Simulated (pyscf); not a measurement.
H₃C–In(CH₃)–NH₂ + hydrogen (H₂) -> H₃C–InH–CH₃ + ammonia (NH₃) (four-centre exchange; singlet surface; In–N, H–H broken, H–In, H–N formed). Optimised with ωB97X-D3(BJ)/def2-SVP in PySCF. Energies in kJ/mol from the separated reactants.

| level | barrier | reaction energy |
|---|---|---|
| ωB97X-D3(BJ)/def2-TZVP | 75.8 | +5.2 |
| PBE/def2-TZVP | 62.3 | +0.1 |
| r²SCAN/def2-TZVP | 64.7 | +3.3 |
| PBE0-D3(BJ)/def2-TZVP | ? | ? |
| M06-2X/def2-TZVP | 79.3 | +15.8 |
| ωB97M-D3(BJ)/def2-TZVP | ? | -3.8 |

Problem. Fill in the missing entries.

Solution. 
- PBE0-D3(BJ)/def2-TZVP, barrier: 64.0
- PBE0-D3(BJ)/def2-TZVP, reaction energy: -3.4
- ωB97M-D3(BJ)/def2-TZVP, barrier: 77.6

The functionals in the table span 17.0 kJ/mol in this barrier, from PBE to M06-2X. On the product side the descent ends in an adduct with a In–N contact, 81.5 kJ/mol under the separated species and 152.1 kJ/mol under the saddle at ωB97X-D3(BJ)/def2-TZVP. What is counted as broken (In–N) persists as a longer contact in the product adduct; parting that adduct is a step of its own. At the saddle there is also a short H–In contact that neither side keeps. This is the saddle that the search found; another between the same sides may lie lower. Elements past Kr carry the def2 core potentials, without spin-orbit coupling.
